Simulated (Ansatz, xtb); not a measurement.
## C4H9ClO: which of two isomers lies lower

Structure I: `CO[C@@H](C)CCl`, a singlet. Structure II: `COCCCCl`, a singlet. Both are isolated molecules in the gas phase, relaxed with r2SCAN-D4/def2-SVP; each stands in its lowest conformer found.

Estimate which is lower in electronic energy at CCSD(T)/def2-SVP + ΔMP2/def2-TZVPP, and by roughly how much.

CCSD(T)/def2-SVP + ΔMP2/def2-TZVPP gives E(II) − E(I) = +0.92 kcal/mol, slightly favouring structure I, which is too small a margin to settle the true order.

The same difference at several levels:

```json
{"level": "GFN2-xTB", "geometry": "GFN2-xTB", "E(II) − E(I) (kcal/mol)": "+1.18", "departure from the last row (kcal/mol)": "+0.27", "job, with rough time for the two": "optimisation, 0.31 s"}
{"level": "HF/STO-3G", "geometry": "GFN2-xTB", "E(II) − E(I) (kcal/mol)": "−0.64", "departure from the last row (kcal/mol)": "−1.55", "job, with rough time for the two": "single point, 1.2 s"}
{"level": "r2SCAN-D4/def2-SVP//GFN2-xTB", "geometry": "GFN2-xTB", "E(II) − E(I) (kcal/mol)": "+0.49", "departure from the last row (kcal/mol)": "−0.42", "job, with rough time for the two": "single point, 7.8 s"}
{"level": "r2SCAN-D4/def2-SVP", "geometry": "r2SCAN-D4/def2-SVP", "E(II) − E(I) (kcal/mol)": "+0.47", "departure from the last row (kcal/mol)": "−0.45", "job, with rough time for the two": "optimisation, 57 s"}
{"level": "HF/def2-SVP", "geometry": "r2SCAN-D4/def2-SVP", "E(II) − E(I) (kcal/mol)": "−0.41", "departure from the last row (kcal/mol)": "−1.32", "job, with rough time for the two": "part of the CCSD(T) run"}
{"level": "MP2/def2-SVP", "geometry": "r2SCAN-D4/def2-SVP", "E(II) − E(I) (kcal/mol)": "+0.92", "departure from the last row (kcal/mol)": "0.00", "job, with rough time for the two": "part of the CCSD(T) run"}
{"level": "CCSD(T)/def2-SVP", "geometry": "r2SCAN-D4/def2-SVP", "E(II) − E(I) (kcal/mol)": "+0.84", "departure from the last row (kcal/mol)": "−0.08", "job, with rough time for the two": "single point"}
{"level": "CCSD(T)/def2-SVP + ΔMP2/def2-TZVPP", "geometry": "r2SCAN-D4/def2-SVP", "E(II) − E(I) (kcal/mol)": "+0.92", "departure from the last row (kcal/mol)": "", "job, with rough time for the two": "single point, 2 min"}
```

As drawn, both hold the same kinds of bond in the same numbers. Structure I has 2 methyl groups, II 1.

The largest departure from CCSD(T)/def2-SVP + ΔMP2/def2-TZVPP is that of HF/STO-3G, 1.55 kcal/mol. The last row adds to CCSD(T) the change of the MP2 difference between the two basis sets, here +0.08 kcal/mol.

With thermal terms from frequencies at re-optimised GFN2-xTB minima (ideal gas, soft modes damped towards free rotors, one conformer each, 298.15 K, 1 atm): on the last row, ΔE + ΔZPE = +1.21, ΔH = +1.06, ΔG = +1.21 kcal/mol.

The correlated steps freeze 10 core orbitals. Mirror images aren't counted in ΔG. Programs: Ansatz 0.2.0, xtb 6.7.1; the last row on 2 threads of Intel(R) Xeon(R) Processor @ 2.70GHz on a shared host.
